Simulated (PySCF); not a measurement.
# EPR parameters of C6H13

Species: C6H13 (doublet state).
Z-matrix (Å and degrees, GFN2-xTB geometry), rows numbered from 1:
```
C 
C   1  1.4749
C   2  1.5381  1  109.52
C   2  1.5555  1  110.65  3   122.28
C   4  1.5257  2  112.03  1   178.29
C   4  1.5277  2  109.68  1    56.24
H   1  1.0714  2  121.92  3   127.16
H   1  1.0735  2  119.59  3   -53.93
H   2  1.0951  1  109.48  3  -119.21
H   3  1.0877  2  109.76  1   -52.70
H   3  1.0860  2  111.06  1  -172.26
H   3  1.0876  2  110.32  1    66.70
H   4  1.0954  2  107.83  1   -61.81
H   5  1.0863  4  111.68  2    66.82
H   5  1.0883  4  110.47  2   -54.31
H   5  1.0884  4  109.79  2  -173.56
H   6  1.0877  4  110.38  2   -57.83
H   6  1.0881  4  110.37  2    61.95
H   6  1.0879  4  110.53  2  -178.12
```

The hyperfine couplings belong to this conformer and change with its torsions.

As a line formula: `[CH2][C@@H](C)C(C)C` [radical].

Computed, not measured: PySCF 2.14.0, UKS B3LYP, pcH-1 on C H, non-relativistic, mean-field spin-orbit, GIAO. Isolated species at its GFN2-xTB geometry (one conformer only). The geometry wasn't refined by DFT: couplings that depend on bond lengths, twists or pyramidal angles can differ widely from those at the functional's own minimum. Stability of the SCF solution: not tested.

| Quantity | Value |
| --- | --- |
| g1, g2, g3 | 2.00216, 2.00272, 2.00282 |
| g_iso | 2.00257 |
| Form of g | close to axial: the two nearest values differ by 15 % of g3 − g1 |
| ⟨S²⟩ | 0.7536 (exact 0.7500) |
| HOMO–LUMO gap, α and β orbitals | 6.81, 7.11 eV |
| Total energy | -236.43678 Eh |
| Basis functions | 280 |

Isotropic coupling and dipolar principal values T1 to T3, in MHz:

```
atom  isotope  a_iso     T1     T2     T3  Mulliken spin population
  C1      13C   89.8  -81.8  -81.2  163.0                      1.09
  C2      13C  -30.5   -2.2    0.4    1.7                     -0.09
  C3      13C   52.9   -4.1   -3.8    7.8                      0.03
  C4      13C   56.7   -5.2   -4.6    9.8                      0.04
  C5      13C    2.2   -0.9   -0.8    1.7                      0.00
  C6      13C    7.6   -2.2   -0.8    3.0                      0.01
  H7       1H  -64.9  -40.0    0.3   39.6                     -0.05
  H8       1H  -63.0  -39.5   -0.1   39.6                     -0.05
  H9       1H    5.3   -5.6   -3.9    9.5                      0.00
 H10       1H   -0.8   -6.0   -2.1    8.1                      0.00
 H11       1H   16.1   -2.7   -1.7    4.5                      0.01
 H12       1H   -2.7   -3.9   -2.7    6.5                      0.00
 H13       1H   -3.3   -4.5   -2.4    6.9                      0.00
 H14       1H    0.6   -1.5   -0.8    2.3                      0.00
 H15       1H    0.0   -1.3   -1.0    2.3                      0.00
 H16       1H    7.6   -1.2   -0.6    1.8                      0.00
 H17       1H    2.4   -7.4   -3.3   10.7                      0.00
 H18       1H    0.3   -2.3   -1.9    4.1                      0.00
 H19       1H   -0.7   -2.0   -1.2    3.2                      0.00
```

Largest spin populations (Mulliken): C1 (+1.09) and C2 (-0.09). C1 is the only atom above +0.15. The angles at C1 add up to 360.0°, so it is planar; its axial dipolar tensor and the negative couplings of its protons fit spin in a p orbital normal to that plane.

Axes: g2 points within 3° of the C1–C2 bond.

Under fast tumbling the dipolar parts average out, and these isotropic splittings remain: 2 × 1H (H7/H8, I = 1/2, 3 lines) with 2.28 mT, 1 × 1H (H9, I = 1/2, 2 lines) with 0.19 mT, 3 × 1H (H10/H11/H12, I = 1/2, 4 lines) with 0.15 mT, 1 × 1H (H13, I = 1/2, 2 lines) with 0.12 mT and 3 × 1H (H14/H15/H16, I = 1/2, 4 lines) with 0.10 mT.

Means are taken over nuclei equivalent by connectivity, which assumes that they swap fast. The three 1H nuclei of mean +4.2 MHz run from -2.7 to 16.1 MHz in the frozen geometry. The three 1H nuclei of mean +2.7 MHz run from 0.0 to 7.6 MHz in the frozen geometry.

The 13C coupling of C1 (89.8 MHz) shows only in satellite lines or after enrichment, since that isotope makes up about 1.07 % of natural carbon.

β density exceeds α density at some nuclei, such as C2 (-0.0271) and H7/H8 (-0.0143), spin density in bohr⁻³. In a single determinant that takes different orbitals for the two spins, that is spin polarisation.
